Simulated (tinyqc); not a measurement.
Stretching all distances: RHF, UHF, MP2, CISD and CCSD against full CI in the sto-3g basis, for BH, spin multiplicity 1. Computed by the program tinyqc with PySCF. All coordinates are multiplied by the scale. c0^2 is the weight of the RHF determinant in the lowest singlet FCI state (UHF is spin-contaminated and may lie near states of higher spin) and n(LUMO) the first natural occupation beyond the occupied space.

Geometry (angstrom):
```
atom       x       y       z
B     0.0000  0.0000  0.0000
H     0.0000  0.0000  1.1240
```

Full CI energy (hartree) and errors against it (kcal/mol):
```
scale  distance 1-2 (angstrom)     E(FCI)      RHF     UHF     MP2    CISD    CCSD  <S^2> UHF   c0^2  n(LUMO)
0.910                    1.023  -24.77936   32.533  22.908  16.234   0.860   0.124      0.596  0.915    0.079
1.150                    1.293  -24.80919   37.216  31.085  17.891   1.247   0.098      0.498  0.915    0.071
1.380                    1.551  -24.78378   45.070  41.159  21.306   1.996   0.101      0.414  0.902    0.067
1.620                    1.821  -24.74387   57.066  51.937  26.949   3.295   0.100      0.544  0.869    0.136
1.860                    2.091  -24.70806   72.911  46.343  34.584   5.220   0.084      0.734  0.811    0.256
2.090                    2.349  -24.68388   90.885  37.560  42.841   7.538   0.054      0.875  0.733    0.408
2.330                    2.619  -24.66910  110.599  31.256  50.387  10.008   0.018      0.948  0.646    0.574
2.560                    2.877  -24.66186  128.338  27.991  54.507  12.008  -0.006      0.978  0.574    0.709
2.800                    3.147  -24.65831  144.217  26.374  54.313  13.553  -0.016      0.992  0.518    0.815
```

What does the comparison show, and why?

UHF lies below RHF over the whole range. The weight c0^2 goes from 0.92 to 0.52 and n(LUMO) from 0.08 to 0.82: static correlation grows as the bonds break into open-shell fragments. The spread of the error along the curve, which distorts its shape, is CCSD 0.1, CISD 12.7, UHF 29.0, MP2 38.3, RHF 111.7 kcal/mol.
